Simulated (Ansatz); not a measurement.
One change: `CC(N)(O)S` becomes `CC(O)(S)S`.

Ansatz, PBE0-D4/def2-TZVP geometries, multiplicity 1. Each molecule was computed in one conformer, which needn't be the lowest.

```json
{"property": "size of the dipole moment (B3LYP/def2-TZVPP) / D", "`CC(N)(O)S`": "1.65"}
{"property": "LUMO energy (PBE/def2-TZVPP) / eV", "`CC(N)(O)S`": "-0.70"}
{"property": "HOMO–LUMO gap (B3LYP/def2-TZVPP) / eV", "`CC(N)(O)S`": "6.69"}
{"property": "HOMO energy (PBE/def2-TZVPP) / eV", "`CC(N)(O)S`": "-5.68"}
{"property": "HOMO energy (B3LYP/def2-TZVPP) / eV", "`CC(N)(O)S`": "-6.73"}
{"property": "LUMO energy (ωB97M-V/def2-TZVPP) / eV", "`CC(N)(O)S`": "1.97"}
```

Problem. What does the change do to each property? (Estimate.)

Solution. The calculation gave: 
```tsv
property	`CC(O)(S)S`	shift
size of the dipole moment (B3LYP/def2-TZVPP) / D	0.80	-0.85
LUMO energy (PBE/def2-TZVPP) / eV	-1.43	-0.73
HOMO–LUMO gap (B3LYP/def2-TZVPP) / eV	6.09	-0.60
HOMO energy (PBE/def2-TZVPP) / eV	-5.79	-0.11
HOMO energy (B3LYP/def2-TZVPP) / eV	-6.80	-0.07
LUMO energy (ωB97M-V/def2-TZVPP) / eV	1.47	-0.50
```

With PBE0 the HOMO falls by 0.07 eV and the LUMO falls by 0.72 eV, so the gap narrows by about 0.65 eV. PBE moves the HOMO by -0.11 eV and ωB97M-V by 0.00 eV. Dipoles are sizes alone; their direction can turn.

B3LYP here is the variant with VWN-RPA as its local correlation; programs differ in this.
